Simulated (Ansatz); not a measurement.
## SnSe (Pnma, No. 62)

The numbers are results of r²SCAN in Ansatz (PAW), not measurements.

Numerical settings: plane-wave cutoff 560 eV, 4×8×8 k mesh (along the axes of the cell as run), Fermi–Dirac smearing 0.01 eV, scalar-relativistic PAW data made under PBE.

Cell (relaxed at this level):

```
SnSe
1.0
   11.67136     0.00000     0.00000
    0.00000     4.12310     0.00000
    0.00000     0.00000     4.70107
Sn Se
4 4
Direct
  0.61990   0.75000   0.37487
  0.38010   0.25000   0.62513
  0.88010   0.25000   0.87487
  0.11990   0.75000   0.12513
  0.14790   0.25000   0.51213
  0.85210   0.75000   0.48787
  0.35210   0.75000   0.01213
  0.64790   0.25000   0.98787
```

```
Item                                  Result
---------------  ---------------------------
band gap         1.12 eV (on the SCF k mesh)
bulk modulus B0                     22.1 GPa
```

Note: for a layered or molecular solid the relaxed cell lies over 5 % above the published volume, where the minimum can be shallow; the cell comes from a level without a dispersion term, which matters for the spacing of layers, chains or molecules; the bulk modulus is −V dP/dV from two relaxed cells at ±2 % in volume; the volume lies 7 % above that of the published cell.

Spin–orbit coupling is not included.

It cost about 9 core-minutes (a rough figure) of CPU time.

Ansatz is a program for electronic structure.
